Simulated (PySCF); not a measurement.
Ground-state electric properties of a mixed set of molecules.

All values: CAM-B3LYP/def2-SVPD (PySCF) at GFN2-xTB geometries, gas phase, one conformer each. Core orbitals are frozen in the response; Δα² is half the sum of the squared differences of the principal polarisabilities.

(1) Rank by dipole moment, lowest first.
A. `O=C1CC=C(Cl)O1`
B. `[CH3:1][CH2:2][CH2:3][CH2:4][CH:5]=[O:6]` with C1–C2–C3–C4 180°, C2–C3–C4–C5 180°, C3–C4–C5–O6 0°
C. `[CH2:1]1[CH2:2][CH2:3][O:4][CH2:5][CH2:6]1` with C6–C1–C2–C3 54°, C1–C2–C3–O4 -57°, C2–C3–O4–C5 60°, C3–O4–C5–C6 -60°
D. `[O:1]=[CH:2][O:3][C:4]1=[CH:5][CH:6]=[CH:7][CH2:8]1` with O1–C2–O3–C4 0°, C2–O3–C4–C5 180°
E. `[O:1]=[C:2]1[CH2:3][O:4][C@H:5]1[C:6]([F:7])=[C:8]([F:9])[F:10]` with O4–C5–C6–F7 -132°

(2) Rank by HOMO–LUMO gap, lowest first.
A. `CCCCC=O`
B. `C=C(C)P=C=O`
C. `O=C1CO[C@H]1C(F)=C(F)F`
D. `O=C1CC=C(Cl)O1`
E. `O1CCCCC1`
F. `O=COC1=CC=CC1`

## Answers

(1) D (1.37 D), C (1.59 D), E (1.97 D), B (2.85 D), A (3.82 D).

(2) B (6.79 eV), F (7.72 eV), C (8.67 eV), D (8.97 eV), A (9.49 eV), E (10.06 eV).

All values together:

```json
{"SMILES": "O=COC1=CC=CC1", "formula": "C6H6O2", "μ (D)": "1.37", "HOMO (eV)": "-7.60", "LUMO (eV)": "0.12", "α (Å³)": "11.08", "Δα (Å³)": "6.57", "electrons": "58", "α per electron (Å³)": "0.191"}
{"SMILES": "C1CCOCC1", "formula": "C5H10O", "μ (D)": "1.59", "HOMO (eV)": "-8.64", "LUMO (eV)": "1.42", "α (Å³)": "9.15", "Δα (Å³)": "1.27", "electrons": "48", "α per electron (Å³)": "0.191"}
{"SMILES": "C=C(C)P=C=O", "formula": "C4H5OP", "μ (D)": "1.73", "HOMO (eV)": "-7.63", "LUMO (eV)": "-0.84", "α (Å³)": "11.56", "Δα (Å³)": "7.97", "electrons": "52", "α per electron (Å³)": "0.222"}
{"SMILES": "CCCCC=O", "formula": "C5H10O", "μ (D)": "2.85", "HOMO (eV)": "-8.93", "LUMO (eV)": "0.56", "α (Å³)": "9.53", "Δα (Å³)": "2.83", "electrons": "48", "α per electron (Å³)": "0.199"}
{"SMILES": "O=C1CO[C@H]1C(F)=C(F)F", "formula": "C5H3F3O2", "μ (D)": "1.97", "HOMO (eV)": "-9.09", "LUMO (eV)": "-0.42", "α (Å³)": "9.59", "Δα (Å³)": "1.97", "electrons": "76", "α per electron (Å³)": "0.126"}
{"SMILES": "O=C1CC=C(Cl)O1", "formula": "C4H3ClO2", "μ (D)": "3.82", "HOMO (eV)": "-8.77", "LUMO (eV)": "0.20", "α (Å³)": "9.50", "Δα (Å³)": "5.13", "electrons": "60", "α per electron (Å³)": "0.158"}
{"SMILES": "C#CCO", "formula": "C3H4O", "μ (D)": "1.91", "HOMO (eV)": "-9.16", "LUMO (eV)": "0.83", "α (Å³)": "5.92", "Δα (Å³)": "3.42", "electrons": "30", "α per electron (Å³)": "0.197"}
```

Conformers: `[O:1]=[CH:2][O:3][C:4]1=[CH:5][CH:6]=[CH:7][CH2:8]1` with O1–C2–O3–C4 0°, C2–O3–C4–C5 180°; `[CH2:1]1[CH2:2][CH2:3][O:4][CH2:5][CH2:6]1` with C6–C1–C2–C3 54°, C1–C2–C3–O4 -57°, C2–C3–O4–C5 60°, C3–O4–C5–C6 -60°; `[CH2:1]=[C:2]([CH3:3])[P:4]=[C:5]=[O:6]` with C1–C2–P4–C5 180°; `[CH3:1][CH2:2][CH2:3][CH2:4][CH:5]=[O:6]` with C1–C2–C3–C4 180°, C2–C3–C4–C5 180°, C3–C4–C5–O6 0°; `[O:1]=[C:2]1[CH2:3][O:4][C@H:5]1[C:6]([F:7])=[C:8]([F:9])[F:10]` with O4–C5–C6–F7 -132°; `[CH:1]#[C:2][CH2:3][OH:4]` with C2–C3–O4–H 180°.

Problem. How closely does the mean polarisability follow the number of electrons in this set?

Solution. The correlation coefficient is 0.60; α per electron runs from 0.126 to 0.222 Å³.
